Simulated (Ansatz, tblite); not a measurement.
# The cluster As₂S₂: rung by rung

Aim: run the singlet of the cluster As₂S₂ at one geometry on many levels, and compare frontier levels, spin and run time.

The runs use Ansatz 0.2.0, Gaussian basis; as each input shows.

Plan: GFN1-xTB, GFN2-xTB, PBE-D4/def2-TZVP, r2SCAN-D4/def2-TZVP, B97M-V/def2-TZVP, ωB97M-V/def2-TZVP, PBE-D4/def2-SVP, PBE0-D4/def2-SVP, HF/STO-3G, PBE0-D4/def2-TZVPD, PBE-D4/def2-TZVPD, r2SCAN-D4/def2-TZVPD, CCSD(T)/def2-TZVPP, MP2/def2-TZVP, RPA/def2-TZVP.

2 further runs of the same task are left out: 2 set aside as unsound or not needed. Runs told in other sessions of the task aren't counted.

## (1) The relaxed structure

The geometry is that of the singlet, from an earlier relaxation (r2SCAN-D4/def2-SVP). At that level it is the lowest of the isomers that a small search found.

4 atoms, charge 0, spin multiplicity 1.

Bond lengths: As1–As2 2.338 Å, As1–S3 2.305 Å, As1–S4 2.305 Å, As2–S3 2.305 Å, As2–S4 2.305 Å. Angles: As2–As1–S3 59.5°, As2–As1–S4 59.5°, S3–As1–S4 88.8°, As1–As2–S3 59.5°, As1–As2–S4 59.5°, S3–As2–S4 88.8°, As1–S3–As2 60.9°, As1–S4–As2 60.9°.

PBE0-D4/def2-TZVP was run before; its log isn't repeated, and its numbers join the tables.

## (2) GFN1-xTB

Tight binding, by tblite at 300 K electronic temperature and without a spin-polarisation term:

```python
tblite.interface.Calculator('GFN1-xTB', numbers, positions, charge=0, uhf=0).singlepoint()
```

Energy -331.4974 eV, HOMO -10.82 eV, LUMO -8.35 eV; 0.007 s.

## (3) GFN2-xTB

Tight binding, by tblite at 300 K electronic temperature and without a spin-polarisation term:

```python
tblite.interface.Calculator('GFN2-xTB', numbers, positions, charge=0, uhf=0).singlepoint()
```

Energy -307.7177 eV, HOMO -10.16 eV, LUMO -7.93 eV; 0.006 s.

## (4) PBE-D4/def2-TZVP

start.molden holds the orbitals of an earlier run on this state, given as this run's starting guess.

File in.yaml:

```yaml
crystal:
  periodic: [false, false, false]
  atoms:
    - {symbol: As, position_ang: [-0.014889, 0.020764, 1.304547]}
    - {symbol: As, position_ang: [-1.018162, 0.141408, -0.803640]}
    - {symbol: S, position_ang: [0.277004, -1.676036, -0.228014]}
    - {symbol: S, position_ang: [0.756047, 1.513865, -0.272883]}
basis:
  gaussian: {orbitals: def2-TZVP, initial_orbitals: start.molden}
hamiltonian: {xc: pbe, dispersion: d4}
scf: {omitted_lower_state_checks: [starts]}
output: {forces: true, orbitals: {seedname: orbitals}}
```

On the command line:

```
$ ansatz run in.yaml --threads 4 --pin off --events-out ev --progress --plain --max-ram 4787MiB
```

After this run come: r2SCAN-D4/def2-TZVP; B97M-V/def2-TZVP; ωB97M-V/def2-TZVP; PBE-D4/def2-SVP; PBE0-D4/def2-SVP; HF/STO-3G; PBE0-D4/def2-TZVPD; PBE-D4/def2-TZVPD; r2SCAN-D4/def2-TZVPD; CCSD(T)/def2-TZVPP; MP2/def2-TZVP; RPA/def2-TZVP.

**Question.** What will the summary of the whole plan be? Wanted: gap in def2-TZVP, named functionals, smallest and largest; correlation energy, CCSD(T)/def2-TZVPP; correlation energy, MP2/def2-TZVP; binding an atom, CCSD(T)/def2-TZVPP; PBE0 total energy, smallest basis above largest.

As calculated:

| quantity | value |
| --- | --- |
| gap in def2-TZVP, named functionals, smallest and largest | 2.67 eV (PBE-D4), 8.31 eV (ωB97M-V) |
| correlation energy, CCSD(T)/def2-TZVPP | -25.15 eV |
| correlation energy, MP2/def2-TZVP | -23.41 eV |
| binding an atom, CCSD(T)/def2-TZVPP | 2.448 eV |
| PBE0 total energy, smallest basis above largest | 22.83 eV (def2-SVP, def2-TZVPD) |

What this shows: Orbital gaps of the named functionals in def2-TZVP span 2.67 eV (PBE-D4) to 8.31 eV (ωB97M-V); exact exchange widens it. A small miss in a minimal or small basis is a cancelling of errors, not accuracy. The functionals in def2-TZVP miss CCSD(T)/def2-TZVPP by +0.205 (ωB97M-V) to +0.495 eV (PBE-D4) an atom. CCSD(T)/def2-TZVPP isn't at the basis-set limit; small misses against it rank nothing.
